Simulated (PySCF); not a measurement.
## Telling isomers of C₂HF₃O apart by NMR

PySCF 2.14 calculation with geometry: GFN2-xTB, σ from GIAO-PBE0/pcSseg-1 and spin–spin couplings from B3LYP/pcJ-1; averaged over atoms made equivalent by symmetry, fast rotation or ring inversion, isolated molecule, one conformer, no relativistic terms.

Chemical shifts δ = σref − σ; 1H (σ = 31.72 ppm), 13C (σ = 186.93 ppm) vs TMS, all at this level. Multiplet labels drop J under 1 Hz and among equivalent protons, and merge close values. Unscaled 3J(H,H) run several per cent high. Vicinal couplings that depend on rotamer populations or ring flexing (ring, CH–CH, X–H and H–F types) are those of the one conformer. One-bond C–F couplings are unscaled and too large by tens of Hz. Shifts are as computed. Against solution values, carbons near 30 ppm lie about +3 ppm off and those near 130 ppm about +5 ppm. Of 1211 compounds with measured shifts, 218 miss one by over three times the rms of a fit or turn the order of signals round; such compounds aren't used in these exercises.

(1) Tabulate the signals of `O=C(F)C(F)F`, `O=CC(F)(F)F` and their relative energies.

(2) What is the quickest way to tell O=C(F)C(F)F from O=CC(F)(F)F?

## Answers

(1) 
| SMILES | carbon types | δC | δH | E rel. (kcal/mol) |
| --- | --- | --- | --- | --- |
| O=C(F)C(F)F | 1×C 1×CH | 161.2, 112.5 | 6.30 (td, 1H) | 0.0 |
| O=CC(F)(F)F | 1×C 1×CH | 187.0, 123.8 | 9.39 (q, 1H) | 5.9 |

Energies are electronic energies at PBE0/pcSseg-1 on these geometries, without zero-point or thermal terms, each for the one conformer computed, which needn't be the lowest.

(2) Both give the same number of carbon signals, with the same numbers of each carbon type, so the positions decide. The first has an sp3 CH bonded to 2 F, α to a carbonyl at 112.5 ppm, the second an aldehyde carbonyl carbon (CH) at 187.0 ppm. Their most deshielded carbons lie at 161.2 and 187.0 ppm. In the proton spectra the most deshielded non-exchanging signals are 6.30 (td, J = 57.1, 5.7 Hz, 1H) and 9.39 (q, J = 4.6 Hz, 1H).
